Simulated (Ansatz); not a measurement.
A made-up structure of AlSiNH4, singlet:

N1  (-0.355, -0.042, -0.817)
Al2  (0.502, -1.361, 0.001)
Si3  (0.028, 0.780, 0.696)
H4  (-0.846, 0.290, -1.633)
H5  (0.891, -2.850, -0.349)
H6  (1.142, -2.363, 0.948)
H7  (0.921, 1.971, 0.585)
(Å)

It is relaxed with PBE-D4/def2-SVP and then PBE0-D4/def2-TZVP (Ansatz 0.2.0). Atoms count as bonded within 1.22 times the sum of their covalent radii (H–H: 0.88 Å). The end point is not checked to be a true minimum.

Q: Does its bonding change? (A judgement: the text doesn't fix the answer.)

A: Computed: Yes. Formed: none; broken: Al2–Si3.

Where it ends: The first stage lowers the energy by 3.44 eV in 11 steps. It ends as AlSiNH₄ ([AlH2][NH][SiH]):
```xyz
7
angstrom
N 0.2101 -0.1142 -0.3190
Al 0.5142 -1.8700 -0.0401
Si 0.3821 1.1044 0.8915
H -0.0807 0.1740 -1.2454
H 0.3055 -2.8509 -1.2641
H 0.9675 -2.3125 1.4042
H -0.0159 2.2947 0.0034
```

Labels in which every atom is bracketed show which atoms are joined, not bond orders.

For scale, one of the runs: PBE0-D4/def2-TZVP relaxation, 129 basis functions, launched by `ansatz run in.yaml --threads 2 --pin off --events-out ev --progress --plain --max-ram 4352MiB`. The run took about 19 s on 2 CPU threads of an Intel Xeon Platinum 8259CL (shared host).
